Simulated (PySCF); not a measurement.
**Computed and reference excited states of chlorobenzene, `Clc1ccccc1`**

Published values to compare with (the computed states carry no symmetry labels, so the two lists aren't matched line by line):

| state | E (eV) | f | kind of transition | source |
| --- | --- | --- | --- | --- |
| 3A1(π→π*) | 4.07 |  | vertical absorption | [1] |
| 1B2(π→π*) | 4.59 |  | 0-0 transition | [2] |
| 1B2(π→π*) | 4.71 |  | absorption maximum | [2] |
| 3B2(π→π*) | 4.72 |  | vertical absorption | [1] |
| 3A1(π→π*) | 4.77 |  | vertical absorption | [1] |
| 1B2(π→π*) | 4.93 | 0.001 | vertical absorption | [1] |
| 3B2(π→π*) | 5.72 |  | vertical absorption | [1] |
| 1A1(π→π*) | 5.95 |  | absorption maximum | [2] |
| 1A1(π→π*) | 6.20 | 0.081 | vertical absorption | [1] |
| 1B1(Ryd) | 6.32 | 0.081 | vertical absorption | [1] |
| 1B1(mixed) | 6.72 | 0.004 | vertical absorption | [1] |
| 1B2(π→π*) | 6.72 |  | absorption maximum | [2] |
| 1A2(Ryd) | 6.77 |  | vertical absorption | [1] |
| 1A1(π→π*) | 6.88 |  | absorption maximum | [2] |
| 1B2(π→π*) | 6.90 | 0.637 | vertical absorption | [1] |
| 1A1(π→π*) | 7.01 | 0.637 | vertical absorption | [1] |
| 1A2(Ryd) | 7.02 |  | vertical absorption | [1] |

[1] computed, theoretical best estimate (aug-cc-pVTZ), gas; Loos, Jacquemin, substituted benzenes, arXiv:2401.13809 (2024)
[2] measured, gas; Loos, Jacquemin, substituted benzenes, arXiv:2401.13809 (2024)

Compound: chlorobenzene, C6H5Cl.
Bonds: Cl1–C2, C2–C3 (aromatic), C3–C4 (aromatic), C4–C5 (aromatic), C5–C6 (aromatic), C6–C7 (aromatic), C2–C7 (aromatic). Hydrogens: H8 on C3; H9 on C4; H10 on C5; H11 on C6; H12 on C7.

Theory: PySCF, TDDFT CAM-B3LYP/aug-cc-pVTZ, vertical, gas phase, core orbitals frozen in the response. Geometry: PBE0-D3(BJ)/def2-TZVP; no solvent, vibrations or thermal averaging.

Computed singlets: 5.34 eV (f 0.003); 5.93 eV (f 0.071); 6.27 eV (f 0.005); 6.70 eV (f 0.005); 6.74 eV (f 0.000); 6.79 eV (f 0.394); 6.87 eV (f 0.654); 6.95 eV (f 0.000); 6.95 eV (f 0.009); 7.32 eV (f 0.027). Computed triplets (Tamm–Dancoff): 4.06, 4.67, 4.77, 5.18 eV.

Problem. How does the lowest computed singlet compare with the best estimate listed for the lowest singlet (vertical absorption)?

Solution. 5.34 eV against 4.93 eV for 1B2(π→π*) [1]: a difference of +0.41 eV. Geometry and basis of the two calculations needn't be the same.

Problem. How does the lowest computed triplet compare with the best estimate listed for the lowest triplet (vertical absorption)?

Solution. 4.06 eV against 4.07 eV for 3A1(π→π*) [1]: a difference of -0.02 eV. Geometry and basis of the two calculations needn't be the same.

Adiabatic (Te) and 0-0 energies refer to the relaxed excited state and aren't the vertical quantity computed here.

A measured band maximum holds vibronic effects and, in solution, solvent shifts, so it needn't equal the vertical energy.
